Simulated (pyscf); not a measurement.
PySCF, gas phase, ωB97X-D3(BJ)/def2-SVP geometries.

For the elementary gas-phase step orthosilicic acid (HO–Si(OH)(OH)–OH) + hydrogen chloride (HCl) → HO–Si(OH)(OH)–Cl + water (H₂O) (singlet surface; O–Si, Cl–H broken, Cl–Si, H–O formed), what barrier and reaction energy does ωB97M-D3(BJ)/def2-TZVP give, measured from the separated reactants?

ΔE‡ = 16.1 kcal/mol, ΔE = +3.5 kcal/mol. Zero-point energy shifts the barrier by +3.3 kcal/mol. It is a four-centre exchange, with an imaginary mode of 229i cm⁻¹. On the reactant side the descent ends in a complex, 7.1 kcal/mol under the separated species and 22.3 kcal/mol under the saddle at ωB97X-D3(BJ)/def2-TZVP. One saddle was located; it need not be the lowest between these sides.
